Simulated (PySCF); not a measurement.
Z-matrix (Å, degrees):
```
F
```
Charge 0, spin multiplicity 2.

Q: What total energy, highest occupied spin orbital and dipole moment does PySCF with TPSSh-D3(BJ)/def2-TZVP give?

A: 
The total energy is -99.7660 Ha, the highest occupied spin orbital comes out as -11.25 eV and the dipole moment is 0.00 D.
